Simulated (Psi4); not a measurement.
# UHF/cc-pVTZ (sweep point 3) run of N2H3 (SMILES [NH]N)

What is the vertical doublet–quartet gap of N2H3 at UHF/cc-pVTZ (sweep point 3)? Input form: a Python script.

Program for the calculation: Psi4 1.11.

8 further runs of the same task are left out: 8 that didn't finish.

### 1 The system as given

N2H3: 5 atoms, total charge 0, spin state doublet. As SMILES, `[NH]N`. Geometry: relaxed at GFN2-xTB. This is one conformer, not always the lowest.

Bond lengths: N1–N2 1.335 Å, N1–H3 1.020 Å, N2–H4 1.011 Å, N2–H5 1.017 Å. Angles: N1–N2–H4 112.8°, N1–N2–H5 121.7°, N2–N1–H3 109.8°, H4–N2–H5 116.1°.

### 2 The energy at UHF/cc-pVTZ (sweep point 3)

Input file calc.py:

```python
import psi4

psi4.set_memory(1600000000)
psi4.set_num_threads(1)
psi4.set_output_file('h3n2.out', False)

molecule = psi4.geometry("""
0 2
N     -0.174970    -0.805480     0.447260
N     -0.126270     0.251970    -0.365880
H      0.751750    -0.989150     0.831090
H     -1.043070     0.577800    -0.638700
H      0.592550     0.964850    -0.273770
units angstrom
symmetry c1
""")

psi4.set_options(dict(reference='uhf', puream=True, scf_type='pk', maxiter=150))

E, wfn = psi4.energy('hf/cc-pVTZ', molecule=molecule, return_wfn=True)
print(f'total energy {E:.8f} hartree = {E * 27.211386:.5f} eV')
for k, v in sorted(psi4.core.scalar_variables().items()):
    print(f'{k:45s} {v:18.10f}')
```

Launch:

```sh
python calc.py
```

h3n2.out (excerpt; [...] marks lines left out):

```text
[...]
  Running in c1 symmetry.
[...]
  Nuclear repulsion =   36.700927742292535
[...]
  Multiplicity = 2
[...]
  Nalpha       = 9
  Nbeta        = 8
[...]
    Number of basis functions: 102
[...]
   @UHF iter   1:  -110.54308852544281   -6.03849e-01   3.45625e-03 ADIIS/DIIS
[...]
   @UHF iter  12:  -110.62023717776246   -4.13957e-08   5.67162e-07 DIIS
[...]
   @S^2 Observed:                7.647475107E-01
[...]
    Orbital Energies [Eh]
    ---------------------
    Alpha Occupied:
       1A    -15.593660     2A    -15.580911     3A     -1.306693
       4A     -1.001744     5A     -0.730488     6A     -0.644089
       7A     -0.594453     8A     -0.463713     9A     -0.352125
    Alpha Virtual:
      10A      0.138212    11A      0.169529    12A      0.205892
      13A      0.429522    14A      0.493427    15A      0.542953
      16A      0.588522    17A      0.607517    18A      0.635840
      19A      0.653163    20A      0.679510    21A      0.701073
      22A      0.744929    23A      0.768921    24A      0.819320
      25A      0.899331    26A      0.945070    27A      0.982185
[...]
  @UHF Final Energy:  -110.62023717776246
   => Energetics <=
    Nuclear Repulsion Energy =             36.7009277422925351
    One-Electron Energy =                -222.8310831630505788
    Two-Electron Energy =                  75.5099182429955960
    Total Energy =                       -110.6202371777624620
  UHF NO Occupations:
  HONO-2 :    7  A 1.9973657
  HONO-1 :    8  A 1.9962771
[...]
 Multipole Moments:
 ------------------------------------------------------------------------------------
     Multipole            Electronic (a.u.)      Nuclear  (a.u.)        Total (a.u.)
 ------------------------------------------------------------------------------------
 L = 1.  Multiply by 2.5417464519 to convert [e a0] to [Debye]
 Dipole X            :         -0.1708860            0.6373496            0.4664637
 Dipole Y            :         -0.3897716            1.1710979            0.7813262
 Dipole Z            :          0.1298235           -0.1721823           -0.0423588
 Magnitude           :                                                    0.9109628
[...]
```

The script printed:

```text
total energy -110.62023718 hartree = -3010.12997 eV
CURRENT ENERGY                                   -110.6202371778
CURRENT REFERENCE ENERGY                         -110.6202371778
DD SOLVATION ENERGY                                 0.0000000000
HF KINETIC ENERGY                                 110.5067834056
HF POTENTIAL ENERGY                              -221.1270205833
HF TOTAL ENERGY                                  -110.6202371778
HF VIRIAL RATIO                                     2.0010266679
NUCLEAR REPULSION ENERGY                           36.7009277423
ONE-ELECTRON ENERGY                              -222.8310831631
PCM POLARIZATION ENERGY                             0.0000000000
PE ENERGY                                           0.0000000000
SCF ITERATION ENERGY                             -110.6202371778
SCF ITERATIONS                                     12.0000000000
SCF TOTAL ENERGY                                 -110.6202371778
TWO-ELECTRON ENERGY                                75.5099182430
```

Run time: 4.2 s. Hardware: 1 thread of Intel Xeon 6975P-C (Granite Rapids), shared host; peak memory 0.42 GiB.

### 3 The quartet at the same level

Input file h3n2.py:

```python
import psi4

psi4.set_memory(1600000000)
psi4.set_num_threads(1)
psi4.set_output_file('psi4.out', False)

mol = psi4.geometry("""
0 4
N     -0.174970    -0.805480     0.447260
N     -0.126270     0.251970    -0.365880
H      0.751750    -0.989150     0.831090
H     -1.043070     0.577800    -0.638700
H      0.592550     0.964850    -0.273770
symmetry c1
""")

options = {'basis': 'cc-pVTZ', 'reference': 'uhf', 'puream': True, 'scf_type': 'pk', 'maxiter': 100, 'd_convergence': 1e-06, 'soscf': True, 'soscf_start_convergence': 0.001}
psi4.set_options(options)

e, wfn = psi4.energy('scf', return_wfn=True)
print('E =', round(e, 9))
```

Launch:

```sh
python h3n2.py
```

psi4.out (excerpt; [...] marks lines left out):

```text
[...]
  Running in c1 symmetry.
[...]
  Nuclear repulsion =   36.700927742292535
[...]
  Multiplicity = 4
[...]
  Nalpha       = 10
  Nbeta        = 7
[...]
    Number of basis functions: 102
[...]
   @UHF iter   1:  -110.30826717635048   -3.69028e-01   2.83604e-03 DIIS/ADIIS
[...]
   @UHF iter  23:  -110.37769948430605   -5.96822e-08   6.91866e-07 SOSCF, nmicro=conv
[...]
   @S^2 Observed:                3.772216707E+00
[...]
    Orbital Energies [Eh]
    ---------------------
    Alpha Occupied:
       1A    -15.762142     2A    -15.677684     3A     -1.439988
       4A     -1.129661     5A     -0.856283     6A     -0.770488
       7A     -0.722368     8A     -0.667120     9A     -0.470762
      10A     -0.110190
    Alpha Virtual:
      11A      0.105998    12A      0.162090    13A      0.339994
      14A      0.430419    15A      0.481259    16A      0.513954
      17A      0.525066    18A      0.533077    19A      0.582746
      20A      0.606205    21A      0.647029    22A      0.680743
      23A      0.686337    24A      0.746663    25A      0.852537
[...]
  @UHF Final Energy:  -110.37769948430605
   => Energetics <=
    Nuclear Repulsion Energy =             36.7009277422925351
    One-Electron Energy =                -220.9222067286353308
    Two-Electron Energy =                  73.8435795020367323
    Total Energy =                       -110.3776994843060493
  UHF NO Occupations:
  HONO-2 :    8  A 1.0000000
  HONO-1 :    9  A 1.0000000
[...]
 Multipole Moments:
 ------------------------------------------------------------------------------------
     Multipole            Electronic (a.u.)      Nuclear  (a.u.)        Total (a.u.)
 ------------------------------------------------------------------------------------
 L = 1.  Multiply by 2.5417464519 to convert [e a0] to [Debye]
 Dipole X            :         -2.1840043            0.6373496           -1.5466547
 Dipole Y            :         -0.6058321            1.1710979            0.5652658
 Dipole Z            :         -0.5055972           -0.1721823           -0.6777795
 Magnitude           :                                                    1.7807446
[...]
```

On the terminal:

```text
E = -110.377699484
```

Run time: 25 s. Hardware: 1 thread of Intel Xeon 6975P-C (Granite Rapids), shared host; peak memory 0.42 GiB.

### 4 What came out

Level: UHF/cc-pVTZ (sweep point 3).

```
                                        quantity          value
                           doublet: total energy  -110.62024 Eh
                          doublet: dipole moment         2.32 D
     doublet: HOMO energy (highest over α and β)       -9.58 eV
      doublet: LUMO energy (lowest over α and β)        3.76 eV
                                   doublet: ⟨S²⟩          0.765
                           quartet: total energy  -110.37770 Eh
                          quartet: dipole moment         4.53 D
     quartet: HOMO energy (highest over α and β)       -3.00 eV
      quartet: LUMO energy (lowest over α and β)       -0.55 eV
                                   quartet: ⟨S²⟩          3.772
vertical energy of the quartet above the doublet       6.600 eV
```

In words: At this shape the quartet lies 6.60 eV (637 kJ/mol) above the doublet.
